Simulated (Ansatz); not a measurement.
Barrier height from HO + Cl to the transition structure ClHO, without zero-point energy, on the benchmark's geometries as Psi4's copy of the set gives them.
Transition structure (charge 0, multiplicity 3, Z-matrix in Å and degrees):
```
O
H 1 1.2004
Cl 2 1.4706 1 136.51
```

Open shells are unrestricted; no spin–orbit coupling.

Correlated levels freeze the cores.

The values were computed with Ansatz (Gaussian orbitals). Each number belongs to the level named beside it.

```csv
level,barrier height (kcal/mol)
HF/cc-pVDZ,21.62
PBE/def2-TZVPPD,-6.91
B97M-V/def2-TZVPPD,1.73
wB97M-V/def2-TZVPPD,7.71
B2PLYP/def2-TZVPPD,8.46
MP2/aug-cc-pV(T+d)Z,14.77
SCS-MP2/aug-cc-pV(T+d)Z,18.65
CCSD/aug-cc-pV(Q+d)Z,13.89
CCSD(T)/cc-pVDZ,?
```

What belongs in the gaps?


- CCSD(T)/cc-pVDZ, barrier height (kcal/mol): 9.89

Ansatz is a quantum-chemistry and plane-wave program.
